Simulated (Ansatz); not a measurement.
# C₂H₄Si (SMILES C=[Si]=C): one structure at several levels

The task here is to estimate one member of a computed series from the others.

Method: single points in def2-TZVPP; program: Ansatz 0.2.0, Gaussian basis.

Correlated methods freeze the cores.

## The system as given

SMILES `C=[Si]=C`, 7 atoms, charge 0, spin multiplicity 1.

Atoms are counted from 1 here; the program's logs count them from 0.

Bond lengths: C1–Si2 1.777 Å, C1–H4 1.186 Å, C1–H5 1.192 Å, Si2–C3 1.853 Å, C3–H6 0.998 Å, C3–H7 1.036 Å. Angles: Si2–C1–H4 128.3°, Si2–C1–H5 120.7°, H4–C1–H5 106.1°, C1–Si2–C3 176.0°, Si2–C3–H6 110.6°, Si2–C3–H7 121.9°, H6–C3–H7 127.3°.

As a file:

```xyz
7
C2H4Si
C    -1.3763    0.4003   -1.0118
Si    0.0536    0.0608   -0.0135
C     1.5284   -0.4187    1.0003
H    -2.4579   -0.0812   -0.9341
H    -1.5257    1.4690   -1.5173
H     2.1352   -1.0139    0.4775
H     1.6168   -0.1526    1.9973
```

Set-up of the first run:

Contents of run/in.yaml:

```yaml
crystal:
  periodic: [false, false, false]
  atoms:
    - {symbol: C, position_ang: [-1.376300, 0.400300, -1.011800]}
    - {symbol: Si, position_ang: [0.053600, 0.060800, -0.013500]}
    - {symbol: C, position_ang: [1.528400, -0.418700, 1.000300]}
    - {symbol: H, position_ang: [-2.457900, -0.081200, -0.934100]}
    - {symbol: H, position_ang: [-1.525700, 1.469000, -1.517300]}
    - {symbol: H, position_ang: [2.135200, -1.013900, 0.477500]}
    - {symbol: H, position_ang: [1.616800, -0.152600, 1.997300]}
basis:
  gaussian: {orbitals: def2-TZVPP}
correlation: {method: ccsd_t}
output: {forces: true}
```

No record of the launch command was kept for these runs.

Steps of the session up to this table: CCSD(T)/def2-TZVPP; PBE0-D4/def2-TZVPP; wB97M-V/def2-TZVPP; r2SCAN-D4/def2-TZVPP; PBE-D4/def2-TZVPP; r2SCAN0-D4/def2-TZVPP; SPW92/def2-TZVPP.

One of the session's tables, all rows but one given; the rest of the session is left out.

```
    method  RMS force component (eV/Å)  angle to CCSD(T) forces (°)  dipole (D)
   CCSD(T)                       1.889                    reference        0.24
   PBE0-D4                       1.957                          4.9        0.29
   wB97M-V                       1.966                          6.2        0.32
 r2SCAN-D4                       1.908                          4.0        0.26
    PBE-D4                       1.888                          4.6        0.27
r2SCAN0-D4                           ?                            ?           ?
     SPW92                       1.958                          8.5        0.34
```

**Question.** Estimate the row for r2SCAN0-D4.

As computed: RMS force component (eV/Å): 1.965; angle to CCSD(T) forces (°): 5.8; dipole (D): 0.29. In the column «RMS force component (eV/Å)» it lies between SPW92 (1.958) and wB97M-V (1.966).
